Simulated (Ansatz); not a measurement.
# BH2F (SMILES BF) at 6 levels

Aim: a comparison of 6 runs (HF/STO-3G, BLYP/STO-3G, UPBE0/STO-3G, wB97M-V/STO-3G, CCSDT(Q)/STO-3G, CCSD/STO-3G) of BH2F. 

The results are computed with Ansatz 0.2.0.

39 further runs of the same task are left out: 39 set aside as unsound or not needed.

### 1 The system as given

BH2F: 4 atoms, total charge 0, spin state singlet. SMILES: `BF`. The H3–B1 distance was set to 2.994 Å, away from the relaxed value. At this shape a bond of the SMILES string is far longer than usual.

Bond lengths: B1–F2 1.317 Å, B1–H4 1.198 Å. Angles: F2–B1–H4 117.8°.

### 2 A single-point energy at HF/STO-3G (run 1)

input.yaml reads:

```yaml
crystal:
  periodic: [false, false, false]
  atoms:
    - symbol: B
      position_ang: [1.450500, 0.963650, -0.356300]
    - symbol: F
      position_ang: [2.539000, 0.670950, 0.324400]
    - symbol: H
      position_ang: [-1.012500, -0.649100, 0.186200]
    - symbol: H
      position_ang: [1.512000, 1.857250, -1.151100]
basis:
  gaussian:
    orbitals: STO-3G
accuracy: high
hamiltonian:
  xc: hf
```

On the command line:

```
$ ansatz run input.yaml --threads 1 --pin off --max-ram 2610MiB --events-out events.jsonl --progress --plain --runs-dir runs
```

Standard output:

```text
Warning: RAYON_NUM_THREADS=1 ignored (pool sized by the plan → 1); use --threads N
Functional definition: HF
  name "HF"
  exchange = exact_x
  correlation = 0
186 factors; integrals over basis functions are off by at most 2.2e-8 eV
mean field evaluation 1: about -3347.0453 eV, gradient 2.4e1 eV
mean field evaluation 2: about -3347.0605 eV, gradient 2.4e1 eV
mean field evaluation 4: about -3352.9767 eV, gradient 6.5e0 eV
mean field evaluation 8: about -3353.3546 eV, gradient 7.2e-3 eV
mean field evaluation 16: about -3348.9078 eV, gradient 1.1e1 eV
mean field -3353.34830295 eV, -123.2332771525 hartree, gradient 7.2e-9 eV, S^2 0.000000; 0 other end points of the search recorded, 0 dependent functions left out
reference -3353.34830295 eV, -123.2332771525 hartree; 8, 8 occupied and 4, 4 virtual orbitals, 186 factors
Total energy: -3353.34830295 eV, -123.2332771525 hartree
```

Run time: 0.06 s. Hardware: 1 thread of Arm Neoverse V1, shared host.

### 3 The energy at BLYP/STO-3G (run 2)

job.yaml reads:

```yaml
basis:
  gaussian:
    orbitals: STO-3G
crystal:
  periodic: [false, false, false]
  atoms:
    - {symbol: B, position_ang: [1.450500, 0.963650, -0.356300]}
    - {symbol: F, position_ang: [2.539000, 0.670950, 0.324400]}
    - {symbol: H, position_ang: [-1.012500, -0.649100, 0.186200]}
    - {symbol: H, position_ang: [1.512000, 1.857250, -1.151100]}
hamiltonian:
  xc: {name: BLYP}
accuracy: high
```

On the command line:

```
$ ansatz run job.yaml --threads 1 --pin off --max-ram 2610MiB --events-out events.jsonl --progress --plain --runs-dir runs
```

Standard output:

```text
Warning: RAYON_NUM_THREADS=1 ignored (pool sized by the plan → 1); use --threads N
Functional definition: BLYP
  name "BLYP"
  parameter beta = 0.0042
  parameter a = 0.04918
  parameter b = 0.132
  parameter c = 0.2533
  parameter d = 0.349
  exchange = b88_x(beta = beta)
  correlation = lyp_c(a = a, b = b, c = c, d = d)
186 factors; integrals over basis functions are off by at most 2.2e-8 eV
mean field evaluation 1: about -3362.5878 eV, gradient 2.1e1 eV
mean field evaluation 2: about -3355.3300 eV, gradient 2.2e1 eV
mean field evaluation 4: about -3369.4394 eV, gradient 1.5e1 eV
mean field evaluation 8: about -3370.4883 eV, gradient 7.2e0 eV
mean field evaluation 16: about -3370.7290 eV, gradient 6.7e-9 eV
mean field -3370.72903389 eV, -123.8720072334 hartree, gradient 6.9e-9 eV, S^2 0.000000; 0 other end points of the search recorded, 0 dependent functions left out
reference -3370.72906674 eV, -123.8720084404 hartree; 8, 8 occupied and 4, 4 virtual orbitals, 186 factors
Total energy: -3370.72906674 eV, -123.8720084404 hartree
```

It took 0.62 s on 1 thread of Arm Neoverse V1, shared host.

Run 3 isn't shown in full; the table further down has it.

### 4 A single-point energy at wB97M-V/STO-3G (run 4)

run.yaml reads:

```yaml
crystal:
  periodic: [false, false, false]
  atoms:
    - {symbol: B, position_ang: [1.450500, 0.963650, -0.356300]}
    - {symbol: F, position_ang: [2.539000, 0.670950, 0.324400]}
    - {symbol: H, position_ang: [-1.012500, -0.649100, 0.186200]}
    - {symbol: H, position_ang: [1.512000, 1.857250, -1.151100]}
basis:
  gaussian:
    orbitals: STO-3G
accuracy: high
hamiltonian:
  xc: {name: wB97M-V}
```

On the command line:

```
$ ansatz run run.yaml --threads 1 --pin off --max-ram 2610MiB --events-out events.jsonl --progress --plain --runs-dir runs
```

Standard output, shortened:

```text
Warning: RAYON_NUM_THREADS=1 ignored (pool sized by the plan → 1); use --threads N
Functional definition: wB97M-V
  name "wB97M-V"
[...]
  gx(w, u) = 1 - cx + cx01*u + cx10*w
  gss(w, u) = css00 + css04*u^4 + css10*w + css20*w^2 + css43*w^4*u^3
  gos(w, u) = cos00 + cos10*w + (cos20 + cos21*u)*w^2 + (cos60 + cos61*u)*w^6
[...]
      + integral(e_c_pw_mod_opposite_spin*gos(b97_w_opposite, b97_u_opposite)) + vv10(b, c)
186 factors; integrals over basis functions are off by at most 2.2e-8 eV
110 factors; integrals over basis functions are off by at most 1.3e-9 eV
[...]
mean field -3370.34665288 eV, -123.8579549903 hartree, gradient 1.3e-8 eV, S^2 0.000000; 0 other end points of the search recorded, 0 dependent functions left out
reference -3370.34665512 eV, -123.8579550726 hartree; 8, 8 occupied and 4, 4 virtual orbitals, 186 factors
Total energy: -3370.34665512 eV, -123.8579550726 hartree
```

It took 9 s on 1 thread of Arm Neoverse V1, shared host; peak memory 0.2 GiB.

Run 5 isn't shown in full; the table further down has it.

### 5 The energy at CCSD/STO-3G (run 6)

input.yaml reads:

```yaml
crystal:
  periodic: [false, false, false]
  atoms:
    - {symbol: B, position_ang: [1.450500, 0.963650, -0.356300]}
    - {symbol: F, position_ang: [2.539000, 0.670950, 0.324400]}
    - {symbol: H, position_ang: [-1.012500, -0.649100, 0.186200]}
    - {symbol: H, position_ang: [1.512000, 1.857250, -1.151100]}
basis:
  gaussian: {orbitals: STO-3G}
correlation: {method: ccsd, frozen_orbitals: {B: 1, F: 1, H: 0}}
accuracy: high
scf: {omitted_lower_state_checks: [cluster_reference, increment]}
```

On the command line:

```
$ ansatz run input.yaml --threads 1 --pin off --max-ram 2610MiB --events-out events.jsonl --progress --plain --runs-dir runs
```

Standard output:

```text
Warning: RAYON_NUM_THREADS=1 ignored (pool sized by the plan → 1); use --threads N
[... 12 lines left out ...]
2 core orbitals not correlated: weight in the atoms' cores, before any rotation towards them, 1.000 or more for the frozen orbitals, at most 0.000 for the correlated occupied ones
[... 31 lines left out ...]
WARN: these amplitudes may be one of several solutions (largest doubles amplitude 0.75, level shift 11.70 eV)
Total energy: -3359.93503209 eV, -123.4753349835 hartree
Checks for a lower state left out: cluster_reference, increment
```

Wall time 0.1 s (1 thread of Arm Neoverse V1, shared host).

### 6 All runs side by side

| run | level | frozen core orbitals | energy (Eh) | wall time |
| --- | --- | --- | --- | --- |
| 1 | HF/STO-3G | – | -123.233277 | 0.06 s |
| 2 | BLYP/STO-3G | – | -123.872008 | 0.62 s |
| 3 | UPBE0/STO-3G | – | -123.825489 | 2.2 s |
| 4 | wB97M-V/STO-3G | – | -123.857955 | 9 s |
| 5 | CCSDT(Q)/STO-3G | 2 | -123.488332 | 0.18 s |
| 6 | CCSD/STO-3G | 2 | -123.475335 | 0.1 s |

### 7 Results

```
                                          quantity          value
                               run 6: total energy  -123.47533 Eh
run 6: correlation energy (2 core orbitals frozen)     -242.1 mEh
                              run 6: T1 diagnostic          0.040
```

**Reading.** Below the HF energy at the same shape and in the same basis (STO-3G): CCSDT(Q) -255.1 mEh; CCSD -242.1 mEh. Totals of different functionals can't be ranked against each other. In run 6 the T1 diagnostic is large, so a single reference may not serve. In runs 5, 6 the log says that unrestricted orbitals would lower the reference, so the values rest on an unstable closed-shell determinant (other closed-shell runs at this shape may share the fault). In runs 1, 2, 3, 4, 5, 6 the basis is minimal, so the values are rough. Spin contamination of the reference: run 3 ⟨S²⟩ = 0.96. Where it is this large, the reference is a mixture of spin states, and values that rest on it are in doubt. All runs together took 12 s, the longest 9 s.
